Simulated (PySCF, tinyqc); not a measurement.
Inside a calculation. Method: CIS and TDHF on RHF in the sto-3g basis, for HF, spin multiplicity 1. The lowest restricted solution is unstable here: a spin-polarised one lies 0.0339 hartree lower (PySCF). One step of it, computed by the program tinyqc.

Question. CIS matrix, triplets. A(ia,jb) = (e_a - e_i) d_ij d_ab - (ij|ab).

orbital energies (hartree): MO1 -25.933270, MO2 -1.404064, MO3 -0.465352, MO4 -0.465352, MO5 -0.433046, MO6 0.266972

Two-electron integrals over orbitals (pq|rs), unique and non-zero (hartree):
```
(11|11) 5.364971    (21|11) -0.526627   (21|21) 0.081452    (22|11) 1.244326
(22|21) -0.023463   (22|22) 0.881710    (31|31) 0.029518    (32|31) 0.040383
(32|32) 0.191753    (33|11) 1.264030    (33|21) -0.015281   (33|22) 0.900772
(33|33) 0.997514    (41|41) 0.029518    (42|41) 0.040383    (42|42) 0.191753
(43|43) 0.053770    (44|11) 1.264030    (44|21) -0.015281   (44|22) 0.900772
(44|33) 0.889973    (44|44) 0.997514    (51|11) 0.074978    (51|21) -0.011392
(51|22) 0.004399    (51|33) 0.002224    (51|44) 0.002224    (51|51) 0.015962
(52|11) -0.098102   (52|21) 0.003685    (52|22) -0.044331   (52|33) -0.055229
(52|44) -0.055229   (52|51) 0.020432    (52|52) 0.123335    (53|31) -0.005224
(53|32) -0.021348   (53|53) 0.031926    (54|41) -0.005224   (54|42) -0.021348
(54|54) 0.031926    (55|11) 0.847681    (55|21) -0.008035   (55|22) 0.662729
(55|33) 0.648610    (55|44) 0.648610    (55|51) -0.001218   (55|52) -0.006524
(55|55) 0.643945    (61|11) 0.080645    (61|21) -0.012786   (61|22) 0.002764
(61|33) 0.002414    (61|44) 0.002414    (61|51) -0.013348   (61|52) -0.022308
(61|55) 0.003697    (61|61) 0.017958    (62|11) -0.117597   (62|21) 0.003298
(62|22) -0.065551   (62|33) -0.065858   (62|44) -0.065858   (62|51) -0.019905
(62|52) -0.085371   (62|55) -0.019112   (62|61) 0.019616    (62|62) 0.091320
(63|31) -0.005336   (63|32) -0.022038   (63|53) -0.024237   (63|63) 0.028095
(64|41) -0.005336   (64|42) -0.022038   (64|54) -0.024237   (64|64) 0.028095
(65|11) -0.445304   (65|21) 0.007334    (65|22) -0.264001   (65|33) -0.266310
(65|44) -0.266310   (65|51) 0.001182    (65|52) 0.067320    (65|55) -0.084158
(65|61) -0.003873   (65|62) 0.027034    (65|65) 0.253732    (66|11) 0.814427
(66|21) -0.008650   (66|22) 0.620840    (66|33) 0.607793    (66|44) 0.607793
(66|51) 0.007955    (66|52) 0.035870    (66|55) 0.630346    (66|61) -0.005912
(66|62) -0.045646   (66|65) -0.030470   (66|66) 0.651318
```

Give: CIS matrix A, triplet.

Answer.

CIS matrix A, triplet (hartree), order 1>6, 2>6, 3>6, 4>6, 5>6:
$$\begin{pmatrix}
25.3858 & 0.0086 & 0.0000 & 0.0000 & -0.0080 \\
0.0086 & 1.0502 & 0.0000 & 0.0000 & -0.0359 \\
0.0000 & 0.0000 & 0.1245 & 0.0000 & 0.0000 \\
0.0000 & 0.0000 & 0.0000 & 0.1245 & 0.0000 \\
-0.0080 & -0.0359 & 0.0000 & 0.0000 & 0.0697
\end{pmatrix}$$
